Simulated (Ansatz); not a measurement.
Cartesian coordinates (Å):
```xyz
3

N     -0.0010     0.4256     0.0000
H     -0.8057    -0.2148     0.0000
H      0.8067    -0.2108     0.0000
```
Charge 0, spin multiplicity 2.

Calculation: frozen-core CCSD(T)/def2-TZVPP // B3LYP-D3(BJ)/def2-TZVP (Ansatz, an electronic-structure program).

The HF energy is -55.58859 Ha. The MP2 correlation energy is -0.18411 Ha.

Estimate the CCSD correlation energy, the (T) correction, the total energy and the T1 diagnostic.


| Property | Result |
|---|---|
| CCSD correlation energy | -0.20170 Ha |
| (T) correction | -0.00564 Ha |
| CCSD(T) total energy | -55.79593 Ha |
| T1 diagnostic | 0.009 |
